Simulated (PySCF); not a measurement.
**Relative stability**

The two ends of one reaction step of CH8BN, closed shell (PBE0-D4/def2-TZVP).

A:

B1  (-0.641, -0.073, -0.280)
C2  (0.675, 0.345, -1.100)
H3  (-1.108, -1.153, -0.592)
H4  (-1.496, 0.792, -0.224)
H5  (0.201, 0.578, 1.670)
N6  (-0.188, -0.280, 1.291)
H7  (0.427, 0.494, -2.155)
H8  (1.124, 1.287, -0.758)
H9  (1.465, -0.418, -1.080)
H10  (-0.982, -0.549, 1.863)
H11  (0.520, -1.005, 1.369)
(Å)

B:

```xyz
11
angstrom
B -1.2427 -0.9934 -0.0786
C 1.4452 1.3753 -0.7021
H -0.6202 -1.6481 -0.8636
H -1.9357 -0.0805 -0.4235
H 1.1519 0.8699 0.2178
N -1.1608 -1.3031 1.2692
H 0.7692 1.0828 -1.5052
H 1.3929 2.4542 -0.5572
H 2.4646 1.0922 -0.9634
H -1.6592 -0.7979 1.9822
H -0.6019 -2.0585 1.6282
```

PySCF 2.14 with density fitting (its default auxiliary sets; JK sets also for MP2 and CCSD(T)); basis: def2-TZVPP; cores frozen in the correlated methods. B3LYP uses VWN-RPA correlation.

Problem. Which structure is lower at CCSD(T), and by how much? (Judge from chemistry; the value comes from the calculation.)

Solution. The calculation gives: B, by 9.58 kcal/mol (electronic energy, against the other). By their contacts, A is CH₈BN ([CH3][BH2][NH3]) and B is a complex of BNH₄ ([BH2][NH2]) + CH₄.

All methods give the same order:

```csv
method,E(B) − E(A) (kcal/mol)
SPW92,-0.52
PBE-D4,-7.78
r2SCAN-D4,-8.84
PBE0-D4,-7.18
B3LYP-D4,-12.39
BHLYP-D4,-12.28
wB97M-V,-9.80
HF,-18.93
MP2,-8.78
CCSD,-10.46
CCSD(T),-9.58
```

T1 diagnostic: at most 0.011.

Labels in which every atom is bracketed show which atoms are joined, not bond orders.

For scale, one of the runs: CCSD(T)/def2-TZVPP, 205 basis functions, launched by `OMP_NUM_THREADS=4 python run.py`. Time: 7.3 min of wall clock on 4 CPU threads of an Intel Xeon; the host was shared. Peak host memory: 2.5 GiB.
